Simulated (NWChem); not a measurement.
**Basis-set convergence for BCl₃**

SMILES: ClB(Cl)Cl
```xyz
4

B      0.0000     0.0000     0.0000
Cl     0.0000     0.0000     1.7421
Cl     1.5087     0.0000    -0.8710
Cl    -1.5087     0.0000    -0.8710
```
Charge 0, spin multiplicity 1.

Everything below was run with NWChem. All single points use one geometry, from PBE0/def2-SVP, a minimum by its harmonic frequencies.

Quantity: vertical ionisation energy at the level ΔMP2 (Δ: difference of total energies, the cation a doublet at the parent's geometry with its hole in an orbital of symmetry b1 (C2v labels); it is the state that the SCF runs reached, from PBE0 orbitals for Hartree-Fock references, and need not be the lowest).

The correlated methods keep 16 core orbitals frozen. The Pople sets run with spherical d functions. The structure started from a generated list of species. The stability of the SCF solutions was not checked. Open-shell Hartree-Fock references start from PBE0 orbitals; any time given for them includes that run.

Relative cost: rough, from shared machines, SCF included, STO-3G = 1.

```csv
basis,functions,vertical ionisation energy (eV),relative cost
STO-3G,32,10.78,1
cc-pVDZ,68,11.49,10
pcseg-1,68,[?],3
6-31+G*,84,11.47,6
6-311G**,96,11.52,4
def2-SVPD,101,12.15,7
6-311++G**,112,11.93,10
cc-pVTZ,132,[?],60
def2-TZVPP,157,[?],30
cc-pVQZ,232,12.33,600
```

Q: What belongs in the gaps?

A: 
- pcseg-1, vertical ionisation energy (eV): 11.67
- cc-pVTZ, vertical ionisation energy (eV): 12.20
- def2-TZVPP, vertical ionisation energy (eV): 11.71
